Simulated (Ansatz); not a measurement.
**SiH₂, triplet along the angle H2-Si1-H3**

Starting geometry (PBE0/def2-TZVP stationary point for this spin, not checked as a minimum):

| atom | x (Å) | y (Å) | z (Å) |
| --- | --- | --- | --- |
| Si | 0.0000 | -0.0507 | 0.0000 |
| H | 0.0000 | 0.7069 | -1.2784 |
| H | 0.0000 | 0.7069 | 1.2784 |

From there the angle named below is changed in its plane at fixed bond lengths, both arms turning rigidly about the middle atom; atoms are numbered as listed. Energies are in kcal/mol, counted from the starting geometry at the same level.

Basis cc-pVDZ; Ansatz 0.2.0. Only valence electrons are correlated (noble-gas cores frozen). R marks a restricted (for open shells ROHF) determinant.

Full CI is exact within this basis and frozen core; it isn't the basis-set limit.

```csv
angle H2-Si1-H3 (°),RMP2
68.9,34.2
90.2,10.2
107.8,1.3
118.7,0.0
121.6,0.1
140.9,5.3
156.6,14.4
180.0,26.5
```

Estimate the full CI curve in cc-pVDZ from this one, knowing how RMP2 errs.

The computed full CI values, in kcal/mol from the starting point, and the error of RMP2 against them:
```csv
angle H2-Si1-H3 (°),full CI,RMP2 less full CI
68.9,33.1,1.1
90.2,9.9,0.3
107.8,1.3,0.0
118.7,0.0,0.0
121.6,0.1,0.0
140.9,4.9,0.4
156.6,13.3,1.1
180.0,24.2,2.4
```

The error spans 2.4 kcal/mol and is largest, 2.4 kcal/mol, at 180.0 °.
